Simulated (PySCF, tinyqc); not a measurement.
Inside a calculation. Method: RHF in the sto-3g basis, for BH, spin multiplicity 1. This run ends on a higher stationary point, not on the lowest solution. The lowest restricted solution is unstable here: a spin-polarised one lies 0.0110 hartree lower (PySCF). Computed by tinyqc, a small Python program that keeps every step (integrals from PySCF). Settings: charge = 0, multiplicity = 1, basis = sto-3g, energy threshold = 1e-10, iteration cap = 53, orthogonalisation = symmetric, start = random, DIIS depth = 8, method = RHF. Command: `OMP_NUM_THREADS=1 python tinyqc.py 25762 25763 out.jsonl` (the two numbers bound the seeds that draw the settings). One thread of a shared host (Intel(R) Xeon(R) Processor @ 2.60GHz), about 0.08 s of CPU time with the checks.

Geometry (angstrom):
```
atom         x         y         z
B     0.000000  0.000000  0.000000
H     0.000000  0.000000  1.222000
```

Stop when the energy changes by less than 1e-10 hartree and every element of the error matrix X^T (F D S - S D F) X is below 3e-06.

Course of the cycle:
```
iteration   E (hartree)     change  largest element of the error matrix
1          -10.62892664          -                             6.08e+00
2          -23.96626845  -1.33e+01                             4.59e-01
3          -24.44966605  -4.83e-01                             8.01e-02
4          -24.46523983  -1.56e-02                             2.61e-02
5          -24.47109226  -5.85e-03                             2.65e-02
6          -24.46760839   3.48e-03                             1.91e-02
7          -24.46347383   4.13e-03                             2.78e-03
8          -24.46341928   5.46e-05                             4.06e-04
9          -24.46341859   6.90e-07                             7.59e-05
10         -24.46341860  -1.34e-08                             1.65e-05
11         -24.46341860   1.63e-09                             2.15e-06
12         -24.46341860   7.41e-11                             1.34e-07
```

Can the last value be used, and what does the course show?

No, though the log alone does not show it. Converged in 12 iterations. But the solution lies 0.28952 hartree above the reference: it is another stationary point, not the lowest restricted one. Reruns (cap 100 unless said): damping 0.5: converged in 77; level shift 0.5: converged in 84; atomic densities as start, DIIS 8: converged in 7. PySCF RHF in the same basis = -24.75293885 hartree.
